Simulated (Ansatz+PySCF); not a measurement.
Results of a calculation; reference values are marked as such.
## Ansatz (development build ahead of 0.2.0) run

```yaml
crystal:
  periodic: [false, false, false]
  atoms:
    - { symbol: O, position_ang: [0.0, 0.0, -0.64949] }
    - { symbol: F, position_ang: [0.0, 0.0, 0.64949] }
basis:
  gaussian: { orbitals: cc-pVTZ }
magnetization:
  initial_magnetization: 1
hamiltonian:
  xc: hf
correlation:
  method: mp2
  frozen_orbitals: { F: 1, O: 1 }
output:
  forces: true
```

The input is written out in the form of the current development build from the run's settings. Correlation on restricted open-shell orbitals is semicanonical, with singles.

Output:

```json
{
  "Converged": "yes",
  "Reference energy": "-174.18734 hartree",
  "Correlation energy": "-0.45215 hartree",
  "Total energy": "-174.63949 hartree",
  "Spin squared of the determinant": "0.750",
  "Stability test": "minimum among restricted orbitals",
  "Occupied orbitals by symmetry in an Abelian subgroup (alpha; beta)": "5 A1 2 B1 2 B2; 5 A1 2 B1 1 B2"
}
```

Forces (eV/Å):
```tsv
atom	Fx	Fy	Fz
O1	0.000	0.000	-1.992
F2	0.000	0.000	1.992
```
